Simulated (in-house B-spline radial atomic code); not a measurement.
## Functionals against ionisation energies along an isoelectronic series: Ar to Cr⁶⁺

Ionisation energies as differences of self-consistent total energies from an all-electron radial atomic-structure program (B-spline basis): all electrons, radial basis limit, scalar-relativistic (one-electron X2C), spin-polarised at highest spin, spherical densities; exact exchange is averaged over the determinants of each configuration. No spin-orbit coupling, Breit or QED terms. NIST's values run from ground level to ground level, so in open shells the differences also hold multiplet and fine-structure energies that spherical high-spin averages miss. Columns give computed minus NIST, in eV; a star marks a semi-empirical value. Species are left out where the tabulated value is theory, is uncertain by more than 0.12 eV, or (13 ions, such as In⁴⁺, Te⁴⁺ and Bi⁴⁺) lies off its series for all methods alike, which flatters the means a little.

```json
{"species": "Ar", "shell": "3p", "NIST (eV)": "15.76", "LDA exchange-only": "-1.29", "BLYP": "-0.10", "SCAN": "+0.41", "HSE06": "+0.03", "CAM-B3LYP": "+0.05", "AM05": "-0.02"}
{"species": "K⁺", "shell": "3p", "NIST (eV)": "31.62", "LDA exchange-only": "?", "BLYP": "?", "SCAN": "?", "HSE06": "?", "CAM-B3LYP": "?", "AM05": "?"}
{"species": "Ca²⁺", "shell": "3p", "NIST (eV)": "50.91", "LDA exchange-only": "-1.66", "BLYP": "-0.16", "SCAN": "+0.58", "HSE06": "+0.06", "CAM-B3LYP": "+0.05", "AM05": "-0.09"}
{"species": "Sc³⁺", "shell": "3p", "NIST (eV)": "73.49", "LDA exchange-only": "-1.76", "BLYP": "-0.15", "SCAN": "+0.68", "HSE06": "+0.09", "CAM-B3LYP": "+0.06", "AM05": "-0.09"}
{"species": "Ti⁴⁺", "shell": "3p", "NIST (eV)": "99.30 ± 0.01", "LDA exchange-only": "-1.86", "BLYP": "-0.14", "SCAN": "+0.78", "HSE06": "+0.11", "CAM-B3LYP": "+0.08", "AM05": "-0.09"}
{"species": "V⁵⁺", "shell": "3p", "NIST (eV)": "128.12 ± 0.03", "LDA exchange-only": "-1.78", "BLYP": "+0.05", "SCAN": "+1.04", "HSE06": "+0.30", "CAM-B3LYP": "+0.26", "AM05": "+0.08"}
{"species": "Cr⁶⁺", "shell": "3p", "NIST (eV)": "160.29 ± 0.06*", "LDA exchange-only": "-1.87", "BLYP": "+0.05", "SCAN": "+1.12", "HSE06": "+0.31", "CAM-B3LYP": "+0.26", "AM05": "+0.06"}
```

Question: What are the differences for K⁺ ([Ne] 3s2 3p6)?

Answer: LDA exchange-only -1.51; BLYP -0.14; SCAN +0.49; HSE06 +0.04; CAM-B3LYP +0.04; AM05 -0.07 eV.

Question: How do the methods rank, and which species is hardest?

Answer: Mean absolute (signed) differences: AM05 0.07 (-0.03) eV; BLYP 0.11 (-0.08) eV; CAM-B3LYP 0.11 (+0.11) eV; HSE06 0.13 (+0.13) eV; SCAN 0.73 (+0.73) eV; LDA exchange-only 1.67 (-1.67) eV. For Ti⁴⁺, which loses a 3p electron, the nearest method is off by +0.08 eV, the largest such miss.
